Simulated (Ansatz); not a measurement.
# Other spins and charges of OH⁺, singlet at one geometry

Geometry (PBE0/def2-TZVP stationary point for this spin):

```xyz
2

O     0.0000    0.0000    0.0000
H     0.0000    0.0000    1.0366
```

Basis aug-cc-pVDZ; Ansatz 0.2.0. Only valence electrons are correlated (noble-gas cores frozen). R marks a restricted (for open shells ROHF) determinant. Active spaces: valence = (6e, 5o) chosen from the atoms' valence shells.

Gaps are energies of the second state less the first, at fixed atoms, for a selection of the levels run; each method lands on the state that its own search finds for that charge and spin.

The determinant of the OH⁺ singlet fills πx and πy unequally, so it is a mixture of Σ and Δ, which weighs on every level built on one determinant.

Triplet less singlet: -2.356 eV at full CI (singlet A2, triplet A2, in C2v).

By full CI's occupations no single determinant describes the singlet well.

```json
{"level": "RHF", "gap (eV)": "-3.531", "error (meV)": "-1175"}
{"level": "RMP2", "gap (eV)": "-3.236", "error (meV)": "-880"}
{"level": "CISD", "gap (eV)": "-2.972", "error (meV)": "-616"}
{"level": "RCCSD", "gap (eV)": "-2.791", "error (meV)": "-435"}
{"level": "RCCSD(T)", "gap (eV)": "-2.584", "error (meV)": "-228"}
{"level": "BCCD(T)", "gap (eV)": "-2.584", "error (meV)": "-228"}
{"level": "RCCSDT(Q)*", "gap (eV)": "-2.353", "error (meV)": "3"}
{"level": "CASSCF (valence space)", "gap (eV)": "-2.545", "error (meV)": "-189"}
{"level": "MRCISD (valence space)", "gap (eV)": "-2.363", "error (meV)": "-7"}
{"level": "MRCISD+Q (valence space)", "gap (eV)": "-2.354", "error (meV)": "2"}
```

An asterisk marks runs whose energy the program itself flagged as in doubt.

Full CI is exact within this basis and frozen core; it isn't the basis-set limit.
